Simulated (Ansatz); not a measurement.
Z-matrix (Å, degrees):
```
C
O 1 1.409
H 1 1.097 2 112.4
H 1 1.090 2 107.0 3 -118.5
H 1 1.097 2 112.4 3 123.0
H 2 0.959 1 108.5 3 -61.6
```

The species carries charge 0 and has multiplicity 1.

(1) List the r2SCAN/def2-TZVPP orbital energies in eV (Ansatz). (Estimate.)

## Answers

(1) The calculation gave: Occupied: -515.65, -274.08, -26.81, -17.64, -12.98, -11.04, -10.73, -8.25, -6.53. Lowest empty: 1.06, 2.36, 3.53, 3.68, 4.06, 6.47, 6.66, 8.36.
